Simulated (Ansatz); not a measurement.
**HB–MgH, doublet along the scale of all distances**

Starting geometry (PBE0/def2-TZVP stationary point for this spin, not checked as a minimum):

```
atom   x (Å)   y (Å)    z (Å)
   B  0.0000  0.0000   1.2254
  Mg  0.0000  0.0000  -0.9712
   H  0.0000  0.0000   2.4202
   H  0.0000  0.0000  -2.6744
```

From there all distances are scaled together; atoms are numbered as listed. Energies are in eV, counted from the starting geometry at the same level.

Basis 6-31G; Ansatz 0.2.0. Only valence electrons are correlated (noble-gas cores frozen). R marks a restricted (for open shells ROHF) determinant. The metal's outer-core shells are frozen, which leaves out core–valence correlation.

The reference follows the lowest state, whose symmetry changes along the scan.

Full CI is exact within this basis and frozen core; it isn't the basis-set limit.

```
scale of all distances   RMP2
                 0.885  1.098
                 1.000  0.000
                 1.120  0.501
                 1.276  2.184
                 1.493  4.083
                 1.720  4.835
                 1.962  5.550
                 2.369  6.539
```

**Question.** Estimate the full CI curve in 6-31G from this one, knowing how RMP2 errs.

**Answer.** The computed full CI values, in eV from the starting point, and the error of RMP2 against them:
```
scale of all distances  full CI  RMP2 less full CI
                 0.885    1.162             -0.064
                 1.000    0.000              0.000
                 1.120    0.383              0.118
                 1.276    1.827              0.356
                 1.493    3.342              0.741
                 1.720    4.033              0.801
                 1.962    4.585              0.966
                 2.369    5.164              1.375
```

Full CI's occupations show more than one leading determinant at 2.369.

The error spans 1.439 eV and is largest, 1.375 eV, at 2.369.
